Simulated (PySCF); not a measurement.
# Stationary points of NO₂

Method: PySCF, B3LYP, basis N def2-TZVP, O def2-TZVP (no relativity, density fitting).

Relaxations began from a few typed shapes; open shells are unrestricted. The search is not exhaustive: other isomers or separated fragments can lie lower, and high-lying points may rest on an excited occupation.

Q: Order these stationary points by electronic energy, lowest first, in kJ/mol from the lowest minimum.
A. doublet D∞h: N–O 1.196 Å (×2); O–N–O 180.0°
B. doublet C2v: N–O 1.191 Å (×2); O–N–O 134.4°

A: B (0.0), A (156.0).

Q: Which of them are minima?

A: By energy in kJ/mol, 0.0: minimum; 156.0: saddle point, 1 imaginary mode.

The electron or spin density has lower symmetry than the nuclear frame for the doublet D∞h at 156.0 kJ/mol.
